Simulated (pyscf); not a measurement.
Structures and frequencies: ωB97X-D3(BJ)/def2-SVP in PySCF.

Q: For the elementary gas-phase step HO–SiH(OH)–OH + H₂ → HO–SiH₂–OH + H₂O (singlet surface; O–Si, H–H broken, H–Si, H–O formed), what barrier and reaction energy does ωB97M-D3(BJ)/def2-TZVP give, measured from the separated reactants?

A: ΔE‡ = 53.2 kcal/mol, ΔE = +24.8 kcal/mol. Zero-point energy shifts the barrier by +3.9 kcal/mol. It is a four-centre exchange, with an imaginary mode of 1094i cm⁻¹. On the product side the descent ends in a complex (not fully relaxed), 4.5 kcal/mol under the separated species and 33.9 kcal/mol under the saddle at ωB97X-D3(BJ)/def2-TZVP. One saddle was located; it need not be the lowest between these sides.
